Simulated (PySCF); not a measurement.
pyridine (C5H5N), SMILES n1ccccc1.

The structure is a stationary point at ωB97X-D3(BJ)/def2-SVP.

Calculation: TDA-CAM-B3LYP/def2-SVPD (PySCF 2.14.0).

Vertical excitations. Gas-phase values at a fixed geometry. State labels are in the subgroup C2v.

Computed lowest excited states:
| state | symmetry | energy (eV) | λ (nm) | f | main pairs |
|---|---|---|---|---|---|
| S1 | B1 | 5.08 | 244 | 0.006 | HOMO→LUMO 98 % |
| S2 | A2 | 5.39 | 230 | 0.000 | HOMO→LUMO+1 99 % |
| S3 | B2 | 5.69 | 218 | 0.040 | HOMO−1→LUMO 68 %, HOMO−2→LUMO+1 31 % |
| S4 | A1 | 6.67 | 186 | 0.021 | HOMO−1→LUMO+1 61 %, HOMO−2→LUMO 36 % |
| S5 | A2 | 7.47 | 166 | 0.000 | HOMO−1→LUMO+2 96 % |
| S6 | A1 | 7.60 | 163 | 0.000 | HOMO→LUMO+2 78 %, HOMO→LUMO+4 16 % |
| S7 | B2 | 7.97 | 156 | 0.779 | HOMO−2→LUMO+1 63 %, HOMO−1→LUMO 27 % |
| S8 | A2 | 7.98 | 155 | 0.000 | HOMO−3→LUMO 98 % |
| S9 | A1 | 8.03 | 154 | 0.841 | HOMO−2→LUMO 51 %, HOMO−1→LUMO+1 33 % |
| S10 | B1 | 8.04 | 154 | 0.060 | HOMO−1→LUMO+3 56 %, HOMO−2→LUMO+2 41 % |
| T1 | A1 | 4.24 | 292 | 0 | HOMO−1→LUMO+1 67 %, HOMO−2→LUMO 29 % |
| T2 | B1 | 4.30 | 288 | 0 | HOMO→LUMO 94 % |
| T3 | B2 | 4.62 | 268 | 0 | HOMO−1→LUMO 97 % |
| T4 | A1 | 5.01 | 247 | 0 | HOMO−2→LUMO 68 %, HOMO−1→LUMO+1 31 % |
Triplets are in the Tamm–Dancoff approximation.
